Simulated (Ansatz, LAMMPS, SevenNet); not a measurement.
# hcp Sc, cohesive energy

Reference value: 3.93 eV/atom (measured, static lattice: zero-point vibration energy added; as tabulated in Mejia-Rodriguez and Trickey (2018), arXiv:1807.09216).

Task: What do Lennard-Jones uff-vdw, SevenNet-0, PBE, r²SCAN, PBE0 give, and how far is each from the reference?

Result: 
```csv
level (code),value (eV/atom),cell (Å³/atom),error (eV/atom)
Lennard-Jones uff-vdw (LAMMPS),0.01,23.22,-3.92
SevenNet-0 (SevenNet),4.03,24.64,+0.10
PBE (Ansatz),4.12,24.65,+0.19
r²SCAN (Ansatz),3.99,24.93,+0.06
PBE0 (Ansatz),3.52,25.19,-0.41
```

Leaving aside Lennard-Jones uff-vdw, SevenNet-0, which can be fitted to such values or carry a doubt: The best agreement in this table is that of r²SCAN (+0.06 eV/atom). PBE0 (-0.41 eV/atom) misses by most. Within 0.2 eV/atom: PBE, r²SCAN.

Lennard-Jones uff-vdw: this is a force field's van der Waals term alone, without bonds or charges. SevenNet-0: free atoms can lie outside what these potentials were trained on. PBE0: the free atom's electronic state is in doubt. Each level is taken at its own relaxed cell. Cutoffs and k meshes differ between the levels. Ansatz's density-functional and Hartree–Fock values are scalar-relativistic unless marked +SOC, with PAW data made under PBE.

Machine-learned potentials (SevenNet-0) are trained on DFT data, which may include these solids.

Differences are worked out from the printed values.

Ansatz is an electronic-structure program.
